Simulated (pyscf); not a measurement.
Structures and frequencies: ωB97X-D3(BJ)/def2-SVP in PySCF.

Task: Estimate by transition-state theory (the high-pressure limit) the rate constant of H₂B–P=SiH₂ + H₂ → H₂B–PH–SiH₃ (singlet surface; H–H broken, H–P, H–Si formed) at 600 K, with ωB97M-D3(BJ)/def2-TZVP energies (ideal gas, 1 atm, RRHO with modes under 100 cm⁻¹ raised to 100, one conformer, R ln 2 for chiral ones without a mode under 150 cm⁻¹; no tunnelling).

Result: The electronic barrier is 20.7 kcal/mol and the thermal terms add +19.3, so ΔG‡ = 40.0 kcal/mol. With k_BT/h = 1.25e+13 s⁻¹ and RT = 1.192 kcal/mol, and a volume of 8.18e-20 cm³ per molecule at 1 atm, k = 2.7e-21 cm³ molecule⁻¹ s⁻¹. The product is born with the 60 kcal/mol of the reverse barrier and needs collisions to keep. Wigner's tunnelling factor for 1120i cm⁻¹ would be 1.30. A shift of 1 kcal/mol in the barrier changes k by a factor 2.3. At the saddle there is also a short H–Si contact that neither side keeps. This is the saddle that the search found; another between the same sides may lie lower.
